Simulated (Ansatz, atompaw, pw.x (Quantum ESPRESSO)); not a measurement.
# Li: does the PAW (atompaw) potential hold in the solid?

atompaw 4.2.0.5 input, output lines left out:

```
Li 3
LDA-PW scalarrelativistic loggrid 1500 logderivrange -2 5 176
2 2 0 0 0 0
2 0 1
2 1 0
0 0 0
c
v
v
2
3.00 2.30 2.05 1.55
y
2.5
n
y
4.55
n
y
-0.2
n
custom rrkj vanderbiltortho besselshape
bessel
3.00
3.00
3.00
3.00
3.00
```

Atomic tests: cutoffs needed: 6 Ry and 6 Ry (the cutoffs (Ry, on a coarse ladder) from which the occupation-weighted sum of valence levels, in a spherical-Bessel basis at the reference potential, stays within 10 and 1 mRy of its value at 400 Ry); ghost test: no extra level below or beside the all-electron valence levels (s, p, d, f tested) (spherical-Bessel basis up to 400 Ry, 20 bohr box); lowest eigenvalue of the overlap operator: 0.50 (d channel).

Crystal test: bcc Li in pw.x 7.5, no spin, 14³ k-points, Fermi–Dirac smearing 0.01 Ry, cutoffs 40/400 Ry. The reference is all-electron LAPW (Ansatz 0.2.0) with the same functional, mesh and smearing; V0 and B0 come from Birch–Murnaghan fits to the pressures at five volumes. Errors are pseudo minus all-electron; Δ is the rms difference of the E(V) curves that follow from these fits, minima aligned, over ±6 % about the mean V0. Mesh and smearing are coarse, so the numbers serve the comparison and aren't converged zero-temperature values; the lattice is a test structure that the element need not adopt.

All-electron: a0 = 3.366 Å (V0 = 19.06 Å³/atom), B0 = 15.0 GPa.

Q: How far does the potential miss the all-electron equation of state?

A: mean pressure error (GPa): +1.81. The pressure does not cross zero within the volumes sampled, so no fit is given. The largest radius (3.00 bohr) exceeds half the bond length (2.76 bohr), so the spheres overlap, which is one possible source of error among others. This is a poor potential for the solid.

```tsv
V (Å³/atom)	P all-electron (GPa)	P pseudo (GPa)
18.133	0.82	2.76
18.610	0.38	2.25
19.087	-0.02	1.79
19.564	-0.37	1.37
20.041	-0.69	0.99
```

Q: At the middle volume, how do free energy and pressure move when the wave cutoff is lowered (ecutrho held at 400 Ry)?

A:

```
cutoff (Ry)  shift of F (meV/atom)  shift of P (GPa)
         18                   +6.3             +0.04
         24                   +2.1             -0.02
         32                   +1.2             -0.02
```

The run at the middle volume (104 k-points, 8 iterations) took about 8.5 s on one core of a shared host (Intel(R) Xeon(R) 6975P-C, 64 threads, 496 GiB, load 40).
